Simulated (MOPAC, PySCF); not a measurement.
Bond stretch in SMILES C[SiH3] (CH6Si), singlet. The C1–Si5 bond (C1 also carries H, H, H; Si5 carries H, H, H) is stretched with both fragments frozen at the PBE0/def2-TZVP optimised geometry.

Methods: RKS-B3LYP/LANL2DZ = PySCF 2.14.0 with restricted B3LYP/LANL2DZ, with its core potentials past Ne; UKS-B3LYP/6-31G* = PySCF 2.14.0 with unrestricted B3LYP/6-31G*, spherical d; PM7, restricted, heats of formation (MOPAC).

Energies are in kJ/mol, each relative to the lowest point of its own curve near equilibrium.

```csv
R / Å,RKS-B3LYP/LANL2DZ,UKS-B3LYP/6-31G*,PM7
1.48,297.5,280.0,191.9
1.58,144.2,134.0,93.4
1.68,57.0,51.8,34.4
1.77,16.6,[?],7.4
1.82,5.2,[?],1.0
1.87,0.0,0.0,0.0
1.93,[?],0.9,4.8
1.97,3.2,4.5,11.3
2.05,15.2,17.0,30.7
2.18,45.6,47.9,76.1
2.30,80.2,82.7,[?]
2.54,155.2,157.9,237.0
2.80,232.7,235.7,345.9
3.10,309.7,312.5,446.9
3.39,370.0,356.7,519.9
3.77,429.7,383.1,587.0
4.14,470.9,393.8,630.5
4.61,506.3,399.4,666.4
5.09,529.4,401.5,[?]
5.59,544.8,[?],710.4
```

### Question
Fill in the missing entries.

### Answer

- 1.77, UKS-B3LYP/6-31G*: 14.4
- 1.82, UKS-B3LYP/6-31G*: 4.3
- 1.93, RKS-B3LYP/LANL2DZ: 0.1
- 2.30, PM7: 127.3
- 5.09, PM7: 696.2
- 5.59, UKS-B3LYP/6-31G*: 402.3

The restricted form behind RKS-B3LYP/LANL2DZ, PM7 keeps the bonding electrons paired and can't separate into open-shell fragments. The unrestricted determinant behind UKS-B3LYP/6-31G* is spin-contaminated at 3.10 to 5.59 Å (<S²> up to 1.0, against 0.00 for a pure singlet).
